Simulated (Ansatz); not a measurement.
# BSiCl (triplet): from Hartree-Fock to the top rungs, def2-TZVPP

The task here is to estimate one member of a computed series from the others.

Program: Ansatz 0.2.0, Gaussian basis. Level of theory: def2-TZVPP, core rule «outside noble gas», up to 11 orbitals frozen. These are calculated values, not measurements.

The runs, in order: UHF; ROHF; CCSD(T) on UHF.

2 further runs of the same task are left out: 2 set aside as unsound or not needed.

## The geometry

The geometry is a PBE0/def2-TZVP stationary point (not a proven minimum) of the parent state, kept for this charge and spin.

3 atoms, charge 0, spin multiplicity 3.

Atoms are counted from 1 here; the program's logs count them from 0.

Bond lengths: Cl1–B2 1.685 Å, B2–Si3 1.896 Å. Angles: Cl1–B2–Si3 180.0°.

The first run:

The input, in.yaml:

```yaml
crystal:
  periodic: [false, false, false]
  atoms:
    - {symbol: Cl, position_ang: [0.000000, 0.000000, 1.755629]}
    - {symbol: B, position_ang: [0.000000, 0.000000, 0.070266]}
    - {symbol: Si, position_ang: [0.000000, 0.000000, -1.825895]}
basis:
  gaussian: {orbitals: def2-TZVPP}
magnetization: {spin_polarized: true, initial_magnetization: 2}
hamiltonian: {xc: hf}
output: {orbitals: {seedname: orbitals}}
```

The run is started by

```console
$ ansatz run in.yaml --threads 1 --pin off --events-out ev --progress --plain --max-ram 4096MiB --backend cpu
```

Steps of the session up to this table: UHF; ROHF; CCSD(T) on UHF.

One table of the session follows, with a row left open; its other results are not shown here.

| method | from UCCSD(T) (meV) |
| --- | --- |
| ROHF | +10979.5 |
| UHF | +10849.4 |
| UMP2 | +1541.0 |
| UCCSD | ? |
| UCCSD(T) | 0 |

Q: Estimate the row for UCCSD from the others.

The run gave: from UCCSD(T) (meV): +542.1. In the column «from UCCSD(T) (meV)» it lies between UCCSD(T) (0) and UMP2 (+1541.0).
